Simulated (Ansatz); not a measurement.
**How far each method lies from RCCSDTQ for HSi–BH, sextet**

Geometry: that of the HSi–BH, quartet, kept fixed. The doublet lies 5.4 eV lower here.

| atom | x (Å) | y (Å) | z (Å) |
| --- | --- | --- | --- |
| Si | 0.0000 | -0.0471 | 0.5518 |
| B | 0.0000 | -0.0605 | -1.3633 |
| H | 0.0000 | 1.1711 | 1.4474 |
| H | 0.0000 | 0.7893 | -2.2001 |

Basis cc-pVDZ; Ansatz 0.2.0. Only valence electrons are correlated (noble-gas cores frozen), which leaves 9 electrons in 36 orbitals. R marks a restricted (for open shells ROHF) determinant, U an unrestricted one. Active spaces: valence = (9e, 10o) chosen from the atoms' valence shells.

Full CI isn't at hand for all of this; RCCSDTQ serves as the reference, and is uncertain by about the last step of the cluster series. The frozen core follows each run's orbitals, which can shift R against U totals by a few meV.

For open shells CISD is restricted-active-space CI with the open shells as a complete middle space.

The UHF ⟨S²⟩ is 8.761, the T1 diagnostic (RCCSD) is 0.0449 and the largest doubles amplitude (RCCSD) is 0.075. The T1 diagnostic (UCCSD) is 0.0424.

```json
{"level": "UHF", "E − E(RHF) (eV)": "-0.0836"}
{"level": "RMP2", "E − E(RHF) (eV)": "-3.0843"}
{"level": "UMP2", "E − E(RHF) (eV)": "-3.0894"}
{"level": "RCCSD", "E − E(RHF) (eV)": "-4.0448"}
{"level": "UCCSD", "E − E(RHF) (eV)": "-4.0472"}
{"level": "RCCSD(T)", "E − E(RHF) (eV)": "-4.1761"}
{"level": "UCCSD(T)", "E − E(RHF) (eV)": "-4.1764"}
```

Question: Estimate how far RCCSDTQ in cc-pVDZ lies from RCCSD(T). The table doesn't fix it; the size of (T) and the diagnostics are the guide.

Answer: RCCSDTQ in cc-pVDZ lies 1.03 kcal/mol below RCCSD(T), which is 34 % of the (T) step (-3.03 kcal/mol). T1 is raised, and the rest is a large part of (T). The miss exceeds 1 kcal/mol.

The other levels:

| level | E − E(RCCSDTQ) (kcal/mol) | share of correlation (%) | wall time |
| --- | --- | --- | --- |
| CISD | 7.54 | 92.26 | 2.6 s |
| BCCD(T) | 1.04 | 98.93 | 1.7 s |
| RCCSDT | 0.15 | 99.85 | – |
| UCCSDT | 0.13 | 99.87 | – |
| RCCSDT(Q) | 0.03 | 99.97 | 12 s |
| UCCSDT(Q) | -0.01 | 100.01 | 11 s |
| CASSCF (valence space) | 68.24 | 29.89 | – |
| NEVPT2 (valence space) | 18.76 | 80.73 | 3 s |
| MRCISD (valence space) | 5.16 | 94.69 | – |
| MRCISD+Q (valence space) | 1.09 | 98.88 | 6.5 s |

The correlation energy at RCCSDTQ, counted from RHF, is -4.221 eV. That run took 61 s on 2 threads of AMD EPYC 7R13 with a shared H100 80 GB, shared host.

Times hold each run's SCF and search for its determinant on a shared host, so for small cases they say little of a method's own cost; they ran on 1 thread of AMD EPYC 7R13.

Natural occupations of CASSCF (valence space) about the gap: 1.973 1.957 1.014 1.002 0.998 0.997 0.991 0.034 0.023 0.012; effectively unpaired electrons, Σ n²(2−n)², 5.02.
